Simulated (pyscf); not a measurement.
Elementary routes open to H₂N–In(Cl)–Cl + H₂ in the gas phase (singlet surface):
A. H₂N–InH–Cl + HCl (Cl–In, H–H broken; H–In, Cl–H formed)
B. Cl–InH–Cl + NH₃ (In–N, H–H broken; H–In, H–N formed)

Optimised with ωB97X-D3(BJ)/def2-SVP in PySCF.

Question: Rank the routes by free-energy barrier at 900 K, lowest first, for ωB97M-D3(BJ)/def2-TZVP energies (ideal gas, 1 atm, RRHO with modes under 100 cm⁻¹ raised to 100, one conformer, R ln 2 for chiral ones without a mode under 150 cm⁻¹).

Answer: B (201.5 kJ/mol), A (249.3 kJ/mol)

Route B is the fastest of these, ahead of the next by 47.8 kJ/mol. The most stable products are those of B (ΔG = -19.3 kJ/mol), so kinetics and thermodynamics agree. At 298 K B is still the fastest. A: On the product side the descent ends in an adduct with a Cl–In contact, 36.5 kJ/mol under the separated species and 78.8 kJ/mol under the saddle at ωB97X-D3(BJ)/def2-TZVP. B: On the product side the descent ends in an adduct with a In–N contact, 124.1 kJ/mol under the separated species and 215.8 kJ/mol under the saddle at ωB97X-D3(BJ)/def2-TZVP. Only these routes are compared; each barrier is that of the saddle found, and lower ones may exist. Elements past Kr carry the def2 core potentials, without spin-orbit coupling.
